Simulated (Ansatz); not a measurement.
We consider 1T (CdI2-type) HfS2, described by PBEsol in Ansatz (plane waves, PAW).

Run with plane-wave cutoff 520 eV, 12×12×6 k mesh (along the axes of the cell as run), perturbation theory, force constants from a 6×6×2 q mesh, scalar-relativistic PAW data made under PBE.

Computed at the level's own relaxed cell. Harmonic vibrational thermodynamics at fixed volume:

```csv
T (K),S_vib (J/K per mol of atoms),C_V (J/K per mol of atoms),F_vib (eV/atom)
0,0.00,0.00,0.0387
100,10.19,12.76,0.0343
200,21.83,20.24,0.0175
300,30.57,22.63,-0.0099
400,37.23,23.60,-0.0452
800,54.01,24.59,-0.2381
900,56.91,24.67,-0.2956
```

The crystal is taken as a harmonic solid at every temperature: melting, phase changes and thermal expansion are not seen.

Note: the cell comes from a level without a dispersion term, which matters for the spacing of layers, chains or molecules; the cell has widely spaced layers and the level no dispersion term, so their spacing and the moduli can rest on weak binding.

Ansatz is a program for electronic structure.
